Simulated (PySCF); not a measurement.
# A barrier at the coupled-cluster level

Start structure (AlH2Cl, closed shell), relaxed at PBE0-D4/def2-TZVP:

| atom | x (Å) | y (Å) | z (Å) |
| --- | --- | --- | --- |
| Al1 | 0.0114 | -0.1119 | -0.1104 |
| H2 | 1.2355 | -0.0383 | -1.0995 |
| H3 | -1.1047 | -1.2236 | -0.1352 |
| Cl4 | -0.1439 | 1.3840 | 1.3514 |

The step: AlH₂Cl ([AlH2][Cl]) → AlCl + H₂; bonds formed: H2–H3; bonds broken: Al1–H2, Al1–H3. Program: PySCF 2.14 with density fitting (its default auxiliary sets; JK sets also for MP2 and CCSD(T)). Basis: def2-TZVPP and def2-QZVPP. Cores are frozen in the correlated methods. Extrapolation: Hartree–Fock as exp(−7.88 √X), correlation as X^−2.97. Energies below are by CCSD(T) at an estimated basis limit (MP2 extrapolated from triple and quadruple zeta, plus CCSD(T) − MP2 in triple zeta).

Task: What are the electronic barrier and the energy of the step, from the start structure to the end structure? (To be estimated.)

Result: The calculation gives: Barrier 77.63 kcal/mol; step energy 16.28 kcal/mol (uphill); reverse barrier, their difference, 61.35 kcal/mol. Barrier and step energy count from the start structure, the reverse barrier from the end structure.

The saddle point: One imaginary mode of 1529i cm⁻¹.
| pair | start (Å) | saddle (Å) | end (Å) |
| --- | --- | --- | --- |
| H2–H3 | 2.79 | 1.38 | 0.75 |
| Al1–H2 | 1.58 | 1.57 | 3.66 |
| Al1–H3 | 1.58 | 1.84 | 3.44 |

Zero-point energy (harmonic, PBE0-D4): ZPE is 9.07 kcal/mol at the start and 6.70 kcal/mol at the saddle, so the barrier goes from 77.63 to 75.26 kcal/mol.

First-order rate constant out of the start structure at 898 K by transition-state theory, with harmonic vibrational free energies alone and no tunnelling: ΔA‡ = 75.34 kcal/mol, so k = (kB T/h) exp(−ΔA‡/kB T) ≈ 10^-5 s⁻¹ (an order of magnitude at best: rotation, the number of equivalent paths and anharmonicity are left out).

No T1 diagnostic of these runs exceeds 0.024. The restricted Hartree–Fock reference is unstable towards an unrestricted one at one or more of these structures. A large double-excitation amplitude points to some diradical character; no triplet was computed.

Labels in which every atom is bracketed show which atoms are joined, not bond orders.

For scale, one of the runs: CCSD(T)/def2-TZVPP, 112 basis functions, launched by `OMP_NUM_THREADS=4 python run.py`. Hardware: 4 CPU threads of an AMD EPYC 9B45, shared host. Wall time about 7.7 s.
